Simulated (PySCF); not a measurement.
# How does the mean 13C shielding change from B97-2/pcSseg-2 to wB97X-D/pcSseg-2?

All runs: PySCF with density fitting, gas phase, non-relativistic, closed shells, each molecule at its own PBE0-D3(BJ)/def2-TZVP geometry. Shieldings use GIAOs. B97-2: 21 % exact exchange; wB97X-D: range-separated exact exchange.

Mean 13C shielding (ppm):

```tsv
molecule	B97-2/pcSseg-2	wB97X-D/pcSseg-2
C#C/C=C/C#N	72.1	70.1
C=N	13.7	9.8
C#C/C=C\C#N	72.8	70.8
OCC(F)(F)F	83.8	83.5
C=CC#CC#N	78.0	75.6
N#Cc1ccccc1F	51.2	47.7
N#Cc1ccc(F)cc1	50.3	46.8
N#Cc1cccc(F)c1	50.5	?
```

Question: Predict the missing value of `N#Cc1cccc(F)c1` from the other molecules.

Answer: The functional change moves the other 7 molecules by -2.5 ppm on average (standard deviation 1.2), which puts `N#Cc1cccc(F)c1` at 50.5 − 2.5 = 48.0 ppm. A straight line through the pairs, y = 1.043x − 5.09, gives 47.6 ppm. The run gave 47.0 ppm: the mean change misses by 1.0, the line by 0.6 ppm.

Question: Which of the two rules would one have trusted beforehand?

Answer: Leaving out each listed molecule in turn and predicting it from the rest, the mean change misses by 1.12 ppm on average and the line by 0.93; so the fitted line, and for `N#Cc1cccc(F)c1` it was the closer one.

Question: Is the change the same for all, and does it alter the order of the molecules?

Answer: Among the 7 molecules with both values given it runs from -3.9 ppm for `C=N` to -0.3 ppm for `OCC(F)(F)F`; `N#Cc1cccc(F)c1` moves by -3.5 ppm, inside this range. The change is of one sign for all of them. No pair among the 7 changes order.

The figures describe these molecules alone; neither level is taken as the truth.
